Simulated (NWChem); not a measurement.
Program: NWChem. System: P$_{2}$, charge 0, spin multiplicity 1, displaced from the optimised geometry. Level: MP2/cc-pVDZ, 10 core orbitals frozen, spin-restricted.

Output (cleaned and shortened):

```
             Northwest Computational Chemistry Package (NWChem) 7.3.0
             --------------------------------------------------------

                                NWChem Input Module
                                -------------------

 Scaling coordinates for geometry "geometry" by  1.889725989
 (inverse scale =  0.529177249)

                             Geometry "geometry" -> ""
                             -------------------------

 Output coordinates in angstroms (scale by  1.889725989 to convert to a.u.)

  No.       Tag          Charge          X              Y              Z
 ---- ---------------- ---------- -------------- -------------- --------------
    1 P                   15.0000     0.00000000     0.00000000     0.79425700
    2 P                   15.0000     0.00000000     0.00000000    -0.94554400

 Effective nuclear repulsion energy (a.u.)      68.4359194097

            Nuclear Dipole moment (a.u.)
            ----------------------------
        X                 Y               Z
 ---------------- ---------------- ----------------
     0.0000000000     0.0000000000    -4.2883646345


 Summary of "ao basis" -> "" (spherical)
 ------------------------------------------------------------------------------
       Tag                 Description            Shells   Functions and Types
 ---------------- ------------------------------  ------  ---------------------
 *                          cc-pvdz                   on all atoms

 Summary of "ao basis" -> "ao basis" (spherical)
 ------------------------------------------------------------------------------
       Tag                 Description            Shells   Functions and Types
 ---------------- ------------------------------  ------  ---------------------
 P                          cc-pvdz                  8       18   4s3p1d

                                 NWChem SCF Module
                                 -----------------

  ao basis        = "ao basis"
  functions       =    36
  atoms           =     2
  closed shells   =    15
  open shells     =     0
  charge          =   0.00
  wavefunction    = RHF
  use symmetry    = F
  symmetry adapt  = F

 Summary of "ao basis" -> "ao basis" (spherical)
 ------------------------------------------------------------------------------
       Tag                 Description            Shells   Functions and Types
 ---------------- ------------------------------  ------  ---------------------
 P                          cc-pvdz                  8       18   4s3p1d

 Forming initial guess at       0.0s

      Superposition of Atomic Density Guess
      -------------------------------------

 Sum of atomic energies:        -681.29982832

      Non-variational initial energy
      ------------------------------

 Total energy =    -681.811379
 1-e energy   =   -1078.785832
 2-e energy   =     328.538533
 HOMO         =      -0.283846
 LUMO         =      -0.040116

 Starting SCF solution at       0.4s

 ----------------------------------------------
         Quadratically convergent ROHF

 Convergence threshold     :          1.000E-07
 Maximum no. of iterations :          100
 Final Fock-matrix accuracy:          1.000E-09
 ----------------------------------------------

              iter       energy          gnorm     gmax       time
             ----- ------------------- --------- --------- --------
                 1     -681.4425609401  2.17D-01  8.83D-02      0.4
                 2     -681.4492101718  8.27D-03  2.90D-03      0.4
                 3     -681.4492141562  4.35D-05  2.64D-05      0.4
                 4     -681.4492141565  9.91D-09  3.46D-09      0.4

       Final RHF  results
       ------------------

         Total SCF energy =   -681.449214156471
      One-electron energy =  -1079.822052568882
      Two-electron energy =    329.936919002701
 Nuclear repulsion energy =     68.435919409710

        Time for solution =      0.0s

             Final eigenvalues
             -----------------

              1
    1  -79.9494
    2  -79.9494
    3   -7.5022
    4   -7.5008
    5   -5.3975
    6   -5.3921
    7   -5.3919
    8   -5.3919
    9   -5.3912
   10   -5.3912
   11   -0.9421
[...]
   12   -0.5846
   13   -0.4039
   14   -0.3930
   15   -0.3930
   16    0.0527
   17    0.0527
   18    0.2539
   19    0.3731
   20    0.4732
   21    0.4732
   22    0.5344
   23    0.5828
   24    0.5828
   25    0.6066

                       ROHF Final Molecular Orbital Analysis
                       -------------------------------------

 Vector   13  Occ=2.000000D+00  E=-4.038954D-01
              MO Center= -1.8D-15,  3.6D-16, -7.6D-02, r^2= 3.0D+00
   Bfn.  Coefficient  Atom+Function         Bfn.  Coefficient  Atom+Function
  ----- ------------  ---------------      ----- ------------  ---------------
    10      0.391869  1 P  pz                28     -0.391869  2 P  pz
     4      0.325161  1 P  s                 22      0.325161  2 P  s
    13      0.288402  1 P  pz                31     -0.288402  2 P  pz

 Vector   14  Occ=2.000000D+00  E=-3.929715D-01
              MO Center=  1.6D-15,  5.2D-16, -7.6D-02, r^2= 2.1D+00
   Bfn.  Coefficient  Atom+Function         Bfn.  Coefficient  Atom+Function
  ----- ------------  ---------------      ----- ------------  ---------------
     8      0.319423  1 P  px                26      0.319423  2 P  px
    11      0.297962  1 P  px                29      0.297962  2 P  px

 Vector   15  Occ=2.000000D+00  E=-3.929715D-01
              MO Center=  4.4D-16, -1.1D-15, -7.6D-02, r^2= 2.1D+00
   Bfn.  Coefficient  Atom+Function         Bfn.  Coefficient  Atom+Function
  ----- ------------  ---------------      ----- ------------  ---------------
     9      0.319423  1 P  py                27      0.319423  2 P  py
    12      0.297962  1 P  py                30      0.297962  2 P  py

 Vector   16  Occ=0.000000D+00  E= 5.268010D-02
              MO Center=  3.4D-17,  4.5D-16, -7.6D-02, r^2= 3.4D+00
   Bfn.  Coefficient  Atom+Function         Bfn.  Coefficient  Atom+Function
  ----- ------------  ---------------      ----- ------------  ---------------
    12      0.701839  1 P  py                30     -0.701839  2 P  py
     9      0.294510  1 P  py                27     -0.294510  2 P  py

 Vector   17  Occ=0.000000D+00  E= 5.268010D-02
              MO Center=  4.2D-16,  9.9D-18, -7.6D-02, r^2= 3.4D+00
   Bfn.  Coefficient  Atom+Function         Bfn.  Coefficient  Atom+Function
  ----- ------------  ---------------      ----- ------------  ---------------
    11      0.701839  1 P  px                29     -0.701839  2 P  px
     8      0.294510  1 P  px                26     -0.294510  2 P  px

 Vector   18  Occ=0.000000D+00  E= 2.538863D-01
              MO Center=  8.2D-17, -4.6D-17, -7.6D-02, r^2= 5.4D+00
   Bfn.  Coefficient  Atom+Function         Bfn.  Coefficient  Atom+Function
  ----- ------------  ---------------      ----- ------------  ---------------
     4      2.371072  1 P  s                 22     -2.371072  2 P  s
    13     -1.946290  1 P  pz                31     -1.946290  2 P  pz

 center of mass
 --------------
 x =   0.00000000 y =   0.00000000 z =  -0.14294549

 moments of inertia (a.u.)
 ------------------
         167.402044217842           0.000000000000           0.000000000000
           0.000000000000         167.402044217842           0.000000000000
           0.000000000000           0.000000000000           0.000000000000

  Mulliken analysis of the total density
  --------------------------------------

    Atom       Charge   Shell Charges
 -----------   ------   -------------------------------------------------------
    1 P   15    15.00   2.00  2.01  0.91  0.85  6.00  1.67  1.43  0.13
    2 P   15    15.00   2.00  2.01  0.91  0.85  6.00  1.67  1.43  0.13

       Multipole analysis of the density wrt the origin
       ------------------------------------------------

     L   x y z        total         open         nuclear
     -   - - -        -----         ----         -------
     0   0 0 0      0.000000      0.000000     30.000000

     1   1 0 0      0.000000      0.000000      0.000000
     1   0 1 0      0.000000      0.000000      0.000000
     1   0 0 1      0.000000      0.000000     -4.288365

     2   2 0 0    -18.989949      0.000000      0.000000
     2   1 1 0     -0.000000      0.000000      0.000000
     2   1 0 1     -0.000000      0.000000      0.000000
     2   0 2 0    -18.989949      0.000000      0.000000
     2   0 1 1      0.000000      0.000000      0.000000
     2   0 0 2    -19.546887      0.000000     81.682613

                   NWChem MP2 Semi-direct Energy/Gradient Module
                   ---------------------------------------------

  Basis functions       =     36
  Molecular orbitals    =     36
  Frozen core           =     10
  Frozen virtuals       =      0
  Active alpha occupied =      5
  Active beta occupied  =      5
  Active alpha virtual  =     21
  Active beta virtual   =     21
  Use MO symmetry       = F
  Use skeleton AO sym   = F

  AO/Fock/Back tols     =   1.0D-09  1.0D-09  1.0D-09

 GA uses MA = F    GA memory limited = T

 Available:
  local mem=  1.26D+08
 global mem=  1.44D+08
 local disk=  0.00D+00
  mp2_memr nvloc                    21
  nvloc new                    21
   1 passes of   5:        2097152                       5321                    240033.
   1 passes of   5: M    126154325           G      144176608           F     124057173.

 Semi-direct pass number   1 of   1  for RHF alpha+beta  at        0.4s
  vrange nnbf                   666
  mp2_eaftype                    10  avail_ma_in_mb                  1099
 EAF : mp2_eaftype filesize          10     120017.
  mp2_eaf for mointskh                     10
Node 0 wrote      0.6 Mb in      0.0 s     Agg I/O rate:  2395.1 Mb/s
 Done moints_semi at        1.2s
  mp2_eaftype                    10  avail_ma_in_mb                  1089
 EAF : mp2_eaftype filesize          10     120017.
  mp2_eaf for kh                    10
 Done maket at        1.2s
 Done multipass loop at        1.2s

          -------------------------------------------
          SCF energy                -681.449214156471
          Correlation energy          -0.211156077912
          Singlet pairs               -0.130602097340
          Triplet pairs               -0.080553980572
          Total MP2 energy          -681.660370234383
          -------------------------------------------

          ---------------------------------------------------
                    Spin Component Scaled (SCS) MP2
          Same spin pairs                     -0.053702653714
          Same spin scaling factor             0.333333333333
          Opposite spin pairs                 -0.157453424197
          Opposite spin scaling fact.          1.200000000000
          SCS-MP2 correlation energy          -0.206844993608
          Total SCS-MP2 energy              -681.656059150079
          ---------------------------------------------------

 -----------------------
 Performance information
 -----------------------

 Timer overhead =  9.65D-08 seconds/call

               Nr. of calls         CPU time (s)                 Wall time (s)                GFlops
             ---------------    -------------------     ------------------------------   -------------------
Name         Min   Avg   Max    Min     Avg     Max     Min     Avg     Max   Mx/calls   Min     Max     Sum
mp2: moin     1     1     1   0.81    0.81    0.81     0.81    0.81    0.81    0.81      0.0     0.0     0.0
mp2: make     1     1     1   2.89E-3 2.89E-3 2.89E-3  2.89E-3 2.89E-3 2.89E-3 2.89E-3   0.0     0.0     0.0
mp2: tota     1     1     1   0.83    0.83    0.83     0.83    0.83    0.83    0.83      0.0     0.0     0.0

 The average no. of pstat calls per process was 3.00D+00
 with a timing overhead of 2.90D-07s

 Task  times  cpu:        1.2s     wall:        1.2s

 Total times  cpu:        1.2s     wall:        1.2s
```

### Question
Write an NWChem input that would produce this output.

### Answer
One answer among several that fit: 
```
start mol
memory heap 200 mb stack 900 mb global 1100 mb
geometry units angstroms nocenter noautoz noautosym
  P      0.000000     0.000000     0.794257
  P      0.000000     0.000000    -0.945544
end
basis spherical
  * library cc-pvdz
end
scf
  rhf
  nopen 0
  maxiter 100
  thresh 1e-7
  semidirect memsize 60000000 filesize 0
end
mp2
  freeze core 10
end
task mp2 energy
```
